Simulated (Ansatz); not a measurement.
# CHNS: single points off equilibrium

The task here is to estimate one member of a computed series from the others.

Method: single points in def2-TZVPP; program: Ansatz 0.2.0, Gaussian basis.

Correlated methods freeze the cores.

**The system as given**

4 atoms, charge 0, spin multiplicity 1.

Atoms are counted from 1 here; the program's logs count them from 0.

Bond lengths: N1–C2 1.163 Å, C2–S3 1.708 Å, S3–H4 1.375 Å. Angles: N1–C2–S3 176.4°, C2–S3–H4 92.7°.

Coordinates:

```mol
CHNS
  3D, bonds by distance, orders not assigned

  4  3  0  0  0  0  0  0  0  0999 V2000
    0.9862   -0.2284    1.4597 N   0  0
    0.3621   -0.2744    0.4796 C   0  0
   -0.4644   -0.3696   -1.0125 S   0  0
   -0.8700    0.9429   -0.9466 H   0  0
  1  2  8  0
  2  3  8  0
  3  4  8  0
M  END
```

The first run:

run/in.yaml

```yaml
crystal:
  periodic: [false, false, false]
  atoms:
    - {symbol: N, position_ang: [0.986200, -0.228400, 1.459700]}
    - {symbol: C, position_ang: [0.362100, -0.274400, 0.479600]}
    - {symbol: S, position_ang: [-0.464400, -0.369600, -1.012500]}
    - {symbol: H, position_ang: [-0.870000, 0.942900, -0.946600]}
basis:
  gaussian: {orbitals: def2-TZVPP}
correlation: {method: ccsd_t}
output: {forces: true}
```

No record of the launch command was kept for these runs.

Steps of the session up to this table: CCSD(T)/def2-TZVPP; PBE0-D4/def2-TZVPP; wB97M-V/def2-TZVPP; r2SCAN-D4/def2-TZVPP; PBE-D4/def2-TZVPP; revPBE-D4/def2-TZVPP; LC-wPBE/def2-TZVPP.

One table of the session follows, with a row left open; its other results are not shown here.

| method | RMS force component (eV/Å) | angle to CCSD(T) forces (°) | dipole (D) |
| --- | --- | --- | --- |
| CCSD(T) | 0.400 | reference | 3.41 |
| PBE0-D4 | 0.509 | 68.0 | 3.54 |
| wB97M-V | 0.656 | 79.5 | 3.54 |
| r2SCAN-D4 | 0.388 | 42.0 | 3.55 |
| PBE-D4 | 0.420 | 37.3 | 3.47 |
| revPBE-D4 | ? | ? | ? |
| LC-wPBE | 0.835 | 82.6 | 3.54 |

**Question.** Estimate the row for revPBE-D4.

As computed: RMS force component (eV/Å): 0.482; angle to CCSD(T) forces (°): 41.1; dipole (D): 3.44. In the column «RMS force component (eV/Å)» it lies between PBE-D4 (0.420) and PBE0-D4 (0.509).
